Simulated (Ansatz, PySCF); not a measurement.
Species: NH (charge 0, triplet). SMILES: [NH]
Geometry: optimised at B3LYP-D3(BJ)/def2-TZVP (Ansatz, an electronic-structure program).

Wanted: enthalpy of formation at 298 K, in kcal/mol. Terms: non-relativistic; open shells spin-unrestricted; six Cartesian d functions in 6-31G* and its kin unless marked 5d; no spin-orbit coupling. First-principles rows: single points at B3LYP-D3(BJ) geometries (Ansatz), with unscaled harmonic terms from B3LYP/6-31G* at its own minima, enthalpies of formation by atomisation with measured atoms.

```csv
species,coefficient,"E at B3LYP/6-31G* (Ansatz), Eh","E at M06-2X/def2-TZVPD (PySCF), Eh","H(298 K) - E, kcal/mol"
[NH] (NH) (triplet),+1,-55.21941,-55.21722,6.70
H atom,-1,-0.50027,-0.49815,-
N atom,-1,-54.58449,-54.58717,-
```

The atoms take no thermal term, since their enthalpies of formation at 0 K are used: the result is the sum of coefficient times E, plus the molecule's thermal term, plus number times (enthalpy of formation minus H(298) - H(0)) over the atoms. Measured values of the atoms (G2/97 table in ASE), kcal/mol:

| atom | number | enthalpy of formation of the gas at 0 K | H(298) - H(0) of the element's standard state |
|---|---|---|---|
| H | 1 | 51.63 | 1.01 |
| N | 1 | 112.53 | 1.04 |

Measured values: G2/97 table in ASE (Curtiss et al.); they hold spin-orbit and core effects, anharmonicity.  Value to compare with, the measured value: 85.2 kcal/mol. 1 Eh = 627.5095 kcal/mol.

Problem. Work the quantity out at each level, and compare with the measured value.

Solution. 
- B3LYP/6-31G*: the sum of coefficient times E is -0.13465 Eh, or -84.49 kcal/mol; the thermal terms add 6.70; the atoms' measured terms add 162.11. Result: 84.3 kcal/mol. Its error against the measured value is -0.9 kcal/mol.
- M06-2X/def2-TZVPD: the sum of coefficient times E is -0.13190 Eh, or -82.77 kcal/mol; the thermal terms add 6.70; the atoms' measured terms add 162.11. Result: 86.0 kcal/mol. Its error against the measured value is 0.8 kcal/mol.
